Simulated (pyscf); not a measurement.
Single points on ωB97X-D3(BJ)/def2-SVP structures (PySCF, gas phase). Correlated levels are frozen-core, on RHF or UHF. ΔMP2 is the change of the MP2 total energy from the triple- to the quadruple-zeta basis.

Problem. Estimate the classical barrier height and the reaction energy of HCl (SMILES Cl) + Cl–In (SMILES [Cl][In]) [singlet] → Cl–InH–Cl (SMILES [Cl][InH][Cl]) at CCSD(T)/def2-TZVPP + ΔMP2(QZVPP). The step runs on the singlet surface, breaks Cl–H and forms Cl–In, H–In; take the separated reactants as zero.

Solution. ΔE‡ = 36.0 kcal/mol, ΔE = -6.8 kcal/mol. Zero-point energy shifts the barrier by -0.8 kcal/mol. It is an insertion, with an imaginary mode of 1199i cm⁻¹. On the reactant side the descent ends in a complex, 4.2 kcal/mol under the separated species and 38.5 kcal/mol under the saddle at ωB97X-D3(BJ)/def2-TZVP. One saddle was located; it need not be the lowest between these sides. The CCSD(T) − MP2 part came from Ansatz, without density fitting, on the same reference. The frozen core leaves the outer d or s,p core shells of the metals and heavy elements correlated in the MP2 and CC values, and def2-TZVPP describes them poorly, which can shift differences by a few kcal/mol. Elements past Kr carry the def2 core potentials, without spin-orbit coupling.
